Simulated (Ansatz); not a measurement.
Body-centred tetragonal In, treated with r²SCAN+SOC (Ansatz, a quantum-chemistry and plane-wave program, plane waves, PAW).

Run with plane-wave cutoff 560 eV, 24×24×24 k mesh, Fermi–Dirac smearing 0.05 eV, PAW data made under PBE.

Shape and atoms are relaxed at each volume.

Pressure at four volumes; x = ln(V/26.230 Å³). One pressure is withheld.

```tsv
V (Å³/atom)	x	P (GPa)
25.181	-0.0408	1.91
26.230	0.0000	-0.01
26.754	0.0198	-0.81
27.279	0.0392	?
```

**Question.** Pass a parabola P(x) through the three rows shown, estimate the bulk modulus and its pressure derivative near zero pressure, and predict the withheld pressure.

**Answer.** Slopes between the rows: (-0.01 − (1.91))/(0.0000 − (-0.0408)) = -47.06 and (-0.81 − (-0.01))/(0.0198 − (0.0000)) = -40.40 GPa. Their difference over the span 0.0606 is c = 6.66/0.0606 = 109.9 GPa, so P(x) = 1.91 + (-47.06)(x − (-0.0408)) + 109.9 (x − (-0.0408))(x − (0.0000)). At the middle row B = −dP/dx = −[-47.06 + 109.9 × 0.0408] = 42.6 GPa, and B′ = dB/dP = 2c/B = 5.2. At x = 0.0392 the parabola gives -1.51 GPa; the run gives -1.51 GPa. The Birch–Murnaghan fit to the energies at all volumes has B0 = 42.4 GPa and B′ = 5.2.

Measured, for comparison: bulk modulus 44.7 GPa (copied from a table, unchecked, extrapolated to 0 K and zero-point effects removed; as tabulated in Lejaeghere et al. (2013), arXiv:1204.2733). Computed less measured: bulk modulus not scored (unchecked).
